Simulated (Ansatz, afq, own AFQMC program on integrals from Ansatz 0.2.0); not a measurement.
# Atomization energy of BNH, doublet

```yaml
atoms:
  - { symbol: B, position_ang: [0.0000, 0.0000, 0.0439] }
  - { symbol: N, position_ang: [0.0000, 0.0000, -1.2617] }
  - { symbol: H, position_ang: [0.0000, 0.0000, 1.2178] }
```

Connectivity, by distances: BH–N.

Atoms in their ground-state spins without spin–orbit coupling (mostly on UHF) minus the molecule (UHF), without zero-point energy. The geometry is a stationary point, not shown to be a minimum.

Basis 6-31G. Noble-gas cores (and the filled d shells of Ga–Kr and In–Xe) are frozen. Ansatz 0.2.0 and our own AFQMC program on the same integrals; the CISD trial comes from CCSD amplitudes, and released means the phaseless constraint is let go. Uncertainties: one standard error, sampling alone. The errors of all members are added in quadrature.

Full CI on the same integrals is exact in this basis and with this determinant's frozen core.

Errors are counted within 6-31G, not against nature.

Cautions: BNH (doublet): unrestricted determinant slightly spin contaminated (⟨S²⟩ 0.81 against 0.75).

Reference (full CI): 173.0 kcal/mol.

```
      level  atomization energy (kcal/mol)  error against FCI (kcal/mol)
         HF                          120.9                         -52.2
        MP2                          173.4                           0.3
       CCSD                          169.8                          -3.3
    CCSD(T)                          172.3                          -0.8
ph-AFQMC/HF                    175.1 ± 1.0                     2.1 ± 1.0
```

Correlation beyond CCSD(T) adds 0.8 kcal/mol. The perturbative (T) step is worth +2.5 kcal/mol.

A walk keeps the symmetry of its determinant, which the program's search chose and which needn't be the lowest solution, so a lower state of the same spin and another symmetry isn't excluded.
